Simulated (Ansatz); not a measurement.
# C2H3ClFN: how energies converge with the basis set

Aim: see how fast density functionals converge with the basis set for C2H3ClFN.

Method: one geometry, several basis sets; program: Ansatz 0.2.0, Gaussian basis.

Plan: PBE0-D4/def2-SVP; ωB97M-V/def2-SVP; PBE0-D4/def2-QZVPP; ωB97M-V/def2-QZVPP; the functionals' def2-TZVPP values are taken from earlier runs.

**1. Structure used throughout**

All runs share one geometry, relaxed beforehand with PBE0-D4 in a triple-zeta def2 set.

8 atoms, charge 0, spin multiplicity 1.

Atoms are counted from 1 here; the program's logs count them from 0.

Bond lengths: F1–C2 1.384 Å, C2–N3 1.413 Å, C2–H6 1.094 Å, C2–H7 1.094 Å, N3–C4 1.246 Å, C4–Cl5 1.724 Å, C4–H8 1.088 Å. Angles: F1–C2–N3 114.6°, F1–C2–H6 107.5°, F1–C2–H7 107.5°, N3–C2–H6 108.7°, N3–C2–H7 108.7°, H6–C2–H7 109.6°, C2–N3–C4 120.5°, N3–C4–Cl5 121.0°, N3–C4–H8 126.5°, Cl5–C4–H8 112.6°.

**2. PBE0-D4 in def2-SVP**

in.yaml

```yaml
crystal:
  periodic: [false, false, false]
  atoms:
    - {symbol: F, position_ang: [0.246199, -0.859636, 1.418923]}
    - {symbol: C, position_ang: [0.959532, -0.059155, 0.543120]}
    - {symbol: N, position_ang: [0.214928, 0.417686, -0.558693]}
    - {symbol: C, position_ang: [-0.986783, 0.114922, -0.689571]}
    - {symbol: Cl, position_ang: [-1.905479, 0.690910, -2.030074]}
    - {symbol: H, position_ang: [1.334692, 0.797510, 1.110718]}
    - {symbol: H, position_ang: [1.801701, -0.648797, 0.169147]}
    - {symbol: H, position_ang: [-1.572590, -0.510539, -0.019269]}
basis:
  gaussian: {orbitals: def2-SVP}
hamiltonian: {xc: pbe0, dispersion: d4}
output: {orbitals: {seedname: orbitals}}
```

On the command line:

```bash
ansatz run in.yaml --threads 2 --pin off --events-out ev --progress --plain --max-ram 4352MiB
```

Further steps of the session: ωB97M-V in def2-SVP; PBE0-D4 in def2-QZVPP; ωB97M-V in def2-QZVPP.

**Question.** What will the summary of the whole plan be? Wanted: PBE0-D4: double and triple zeta above quadruple; ωB97M-V: double and triple zeta above quadruple.

**Answer**, as computed:

```
                                       quantity           value
PBE0-D4: double and triple zeta above quadruple  12.46, 0.70 eV
ωB97M-V: double and triple zeta above quadruple  12.61, 0.67 eV
```

What this shows: PBE0-D4 gains 11.76 eV from double to triple zeta, then 0.70 eV more. These are total energies; as a rule much of such shifts cancels in differences, which this series doesn't test.
